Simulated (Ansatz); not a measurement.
Geometry optimisation, Ansatz 0.2.0, UKS PBE0-D4/STO-3G.

Input:

```yaml
crystal:
  periodic: [false, false, false]
  atoms:
    - { symbol: C, position_ang: [-1.0325, -0.6992, 0.5291] }
    - { symbol: "N", position_ang: [-0.411, 0.0898, -0.5437] }
    - { symbol: C, position_ang: [0.8751, -0.4925, -0.8099] }
    - { symbol: O, position_ang: [1.5396, 0.4537, 0.1344] }
    - { symbol: C, position_ang: [0.2831, 1.2459, 0.0098] }
    - { symbol: F, position_ang: [-0.1972, 1.6769, 1.2164] }
    - { symbol: H, position_ang: [-0.4296, -0.8452, 1.4026] }
    - { symbol: H, position_ang: [-1.3823, -1.6042, 0.1233] }
    - { symbol: H, position_ang: [-1.9703, -0.0952, 0.8889] }
    - { symbol: H, position_ang: [1.3008, -0.339, -1.7839] }
    - { symbol: H, position_ang: [1.05, -1.5351, -0.4747] }
    - { symbol: H, position_ang: [0.4513, 2.0887, -0.6582] }
magnetization:
  spin_polarized: true
basis:
  gaussian: { orbitals: STO-3G }
hamiltonian:
  xc: pbe0
  dispersion: d4
relax:
  f_tol: 0.02
  max_steps: 40
```

Run as:

```bash
$ ansatz run input.yaml --threads 1 --pin off --max-ram 2048MiB --backend cpu --events-out ev --progress --plain --runs-dir out
```

Task: Where does it end, and by what steps?

Result: The run converged. Limits of this set-up: minimal basis. After 13 steps the energy has fallen by 0.827 eV; O4 moved furthest, 0.65 Å.

```csv
step,energy less start (eV),largest force component (eV/Å),accepted
0,0.0000,3.735,yes
1,-0.6677,1.455,yes
2,-0.7537,0.527,yes
3,-0.7688,0.380,yes
4,-0.7841,0.195,yes
5,-0.7993,0.245,yes
6,-0.7857,0.874,no
7,-0.8121,0.132,yes
8,-0.8219,0.102,yes
9,-0.8189,0.419,no
10,-0.8261,0.068,yes
11,-0.8264,0.105,yes
12,-0.8270,0.032,yes
13,-0.8270,0.005,yes
```

```xyz
12
Properties=species:S:1:pos:R:3
C -1.195 -0.671 0.456
N -0.378 0.090 -0.551
C 1.012 -0.498 -0.761
O 1.662 0.784 -0.414
C 0.359 1.295 0.060
F 0.302 1.395 1.439
H -0.663 -0.868 1.404
H -1.487 -1.631 0.003
H -2.106 -0.093 0.674
H 1.210 -0.813 -1.809
H 1.284 -1.328 -0.067
H 0.077 2.283 -0.399
```

The run took 63 s on 1 thread of Arm Neoverse V1 (shared host), peak memory 0.17 GiB.
